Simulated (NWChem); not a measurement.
System: CH₄S cation, doublet; SMILES of the neutral closed-shell parent SC

```xyz
6

C      0.0191     1.1247     0.0000
S      0.0731    -0.6432     0.0000
H     -0.5335     1.4723     0.8947
H      1.0527     1.4961     0.0000
H     -0.5335     1.4723    -0.8947
H     -1.2692    -0.8978     0.0000
```
Atoms are numbered in this order, from 1.

Results from NWChem. Spin-unrestricted. Medium grid unless said otherwise, to which SCAN and Minnesota functionals are sensitive. The geometry was optimised at PBE0/def2-SVP, spin-unrestricted. This spin state was assumed; another may lie lower. No stability test was run on the SCF state.

Task: Order these by “lowest empty minus highest occupied level, either spin (eV)”, lowest first: M06-2X/def2-SVP; PBE/def2-SVP; r2SCAN/def2-SVP; B3LYP/def2-SVP.

Result: PBE/def2-SVP (1.62), r2SCAN/def2-SVP (2.46), B3LYP/def2-SVP (3.53), M06-2X/def2-SVP (6.39)
